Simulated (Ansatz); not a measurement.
# HS₂−: a relaxation

Where does the structure go when it is relaxed from here with these settings?

Computed with Ansatz 0.2.0, Gaussian basis. Level: revPBE-D4/def2-TZVP.

## (1) The starting structure

The start, displaced at random: SMILES `[S-]S`, 3 atoms, charge -1, spin multiplicity 1.

Atoms are counted from 1 here; the program's logs count them from 0.

Bond lengths: S1–S2 2.091 Å, S2–H3 1.182 Å. Angles: S1–S2–H3 100.8°.

As a file:

```xyz
3
charge -1, multiplicity 1
S     0.9832    0.8904    0.6370
S    -0.1315   -0.7031   -0.1321
H    -1.1076   -0.1392   -0.4867
```

## (2) The relaxation

File run/in.yaml:

```yaml
crystal:
  periodic: [false, false, false]
  atoms:
    - {symbol: S, position_ang: [0.983220, 0.890438, 0.636971]}
    - {symbol: S, position_ang: [-0.131469, -0.703089, -0.132053]}
    - {symbol: H, position_ang: [-1.107642, -0.139219, -0.486736]}
basis:
  gaussian: {orbitals: def2-TZVP}
total_charge: -1
hamiltonian: {xc: {name: revPBE}, dispersion: d4}
relax: {f_tol: 0.2, max_steps: 5, max_displacement: 0.2}
```

Command:

```sh
$ ansatz run in.yaml --threads 2 --pin off --events-out ev --progress --plain --max-ram 3481MiB
```

What does the calculation give? Wanted: energy change; last largest force; RMSD from the start.

As calculated:

| quantity | value |
| --- | --- |
| steps | 5 |
| energy change | -0.544 eV |
| last largest force | 0.0475 eV/Å |
| RMSD from the start | 0.087 Å |

It converged in 5 steps at a force tolerance of 0.2 eV/Å. So loose a tolerance leaves the structure only roughly relaxed.
